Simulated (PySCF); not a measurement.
# HPN: from structure and modes to constants

Level of theory: UPBE0/[P def2-TZVP, N def2-TZVP, H def2-TZVP], no relativity, density fitting, PySCF.

The doublet minimum has Cs symmetry. Masses (u): P 30.97376, N 14.00307, H 1.00782.

```xyz
3
charge 0 multiplicity 2, angstrom
P     0.3348    0.0000   -0.3287
N    -0.8440    0.0000    0.6840
H     1.4421    0.0000    0.6061
```

Harmonic wavenumbers (cm⁻¹): 720.8 (a', ×1), 1112.2 (a', ×1), 2179.2 (a', ×1).

Question: Find the principal moments of inertia and the rotational constants. What kind of rotor is it?

Answer: About the centre of mass I = 1.971, 23.841, 25.812 u Å². With B = 16.8576/I this gives 8.553, 0.7071, 0.6531 cm⁻¹. The molecule is an asymmetric top with κ = -0.99.

Question: What is the harmonic zero-point energy?

Answer: Half the sum of all 3 wavenumbers, 4012/2 = 2006 cm⁻¹, which is 24.0 kJ/mol (1 cm⁻¹ = 0.0119627 kJ/mol).

Question: Find the vibrational entropy and heat capacity at 298.15 K.

Answer: With u = 1.43878 ω/T, each mode gives S = R[u/(eᵘ−1) − ln(1−e⁻ᵘ)] and C = R u² eᵘ/(eᵘ−1)².
```csv
ω (cm⁻¹),u,S (J/(mol K)),C (J/(mol K))
720.8,3.478,1.18,3.31
1112.2,5.367,0.25,1.13
2179.2,10.516,0.00,0.02
```
The sums over all modes are S = 1.4 and C = 4.5 J/(mol K); the softest mode gives 82 % of the entropy.

This need not be the most stable arrangement of these atoms.
